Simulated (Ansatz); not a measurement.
Elements on the sites of an ideal hcp lattice, at a guessed lattice constant:

```yaml
crystal:
  lattice:
    - [2.94522, -5.10127, 0.00000]
    - [2.94522, 5.10127, 0.00000]
    - [0.00000, 0.00000, 9.42470]
  atoms:
    - { symbol: Al, position: [0.83333, 0.16667, 0.62500] }
    - { symbol: Al, position: [0.83333, 0.66667, 0.12500] }
    - { symbol: Al, position: [0.66667, 0.33333, 0.87500] }
    - { symbol: Al, position: [0.16667, 0.83333, 0.37500] }
    - { symbol: Nb, position: [0.16667, 0.33333, 0.37500] }
    - { symbol: Ta, position: [0.33333, 0.16667, 0.12500] }
    - { symbol: Ta, position: [0.33333, 0.16667, 0.62500] }
    - { symbol: Ta, position: [0.83333, 0.16667, 0.12500] }
    - { symbol: Ta, position: [0.33333, 0.66667, 0.62500] }
    - { symbol: Ta, position: [0.83333, 0.66667, 0.62500] }
    - { symbol: Ta, position: [0.66667, 0.33333, 0.37500] }
    - { symbol: Ta, position: [0.16667, 0.33333, 0.87500] }
    - { symbol: Ta, position: [0.66667, 0.83333, 0.37500] }
    - { symbol: Ta, position: [0.66667, 0.83333, 0.87500] }
    - { symbol: Ta, position: [0.16667, 0.83333, 0.87500] }
    - { symbol: W, position: [0.33333, 0.66667, 0.12500] }
```

Cell and atoms were relaxed without symmetry on coarser meshes and computed once more. The calculation used Ansatz, DFT PBE, scalar-relativistic, plane waves, PAW.

Plane waves to 420 eV, a k mesh through Γ of 6×7×4 on the computed 16-atom cell and Gaussian smearing (0.10 eV); no spin polarisation.

The relaxation ran on 3×3×2 (shifted) and then 4×5×2 k points with a smearing of 0.1 eV, from sites shaken by 0.02 Å.

Problem. What does the relaxation give?

Solution. A volume of 17.48 Å³/atom and no gap on the mesh. It lies 0.12 eV/atom below the elements' standard states (static lattices, no corrections for gases). The atoms leave their sites by 0.72 Å (root mean square) and 0.91 Å at most, and the cell stretches by up to 15.9 % at fixed volume, so the lattice hasn't survived.

```yaml
crystal:
  lattice:
    - [3.16464, -5.41889, -0.51196]
    - [2.50690, 5.03723, 0.79373]
    - [0.44782, 1.21739, 9.65431]
  atoms:
    - { symbol: Al, position: [0.86886, 0.04323, 0.62926] }
    - { symbol: Al, position: [0.88965, 0.84804, 0.13287] }
    - { symbol: Al, position: [0.58771, 0.36598, 0.86825] }
    - { symbol: Al, position: [0.16020, 0.74393, 0.36471] }
    - { symbol: Nb, position: [0.12695, 0.21421, 0.37416] }
    - { symbol: Ta, position: [0.39295, 0.33350, 0.12207] }
    - { symbol: Ta, position: [0.36788, 0.05441, 0.62534] }
    - { symbol: Ta, position: [0.87963, 0.33948, 0.11979] }
    - { symbol: Ta, position: [0.36567, 0.55590, 0.62254] }
    - { symbol: Ta, position: [0.87157, 0.55178, 0.61859] }
    - { symbol: Ta, position: [0.65175, 0.22488, 0.37789] }
    - { symbol: Ta, position: [0.10564, 0.40035, 0.87306] }
    - { symbol: Ta, position: [0.62411, 0.71034, 0.37451] }
    - { symbol: Ta, position: [0.60981, 0.88856, 0.87853] }
    - { symbol: Ta, position: [0.09365, 0.88618, 0.88214] }
    - { symbol: W, position: [0.38560, 0.82736, 0.11688] }
```

Spin-orbit coupling is left out, which matters for the bands of heavy elements.

Cost: 2 runs of about 36 core-minutes in all (earlier runs that led there not counted), on Arm Neoverse N1 (shared hosts).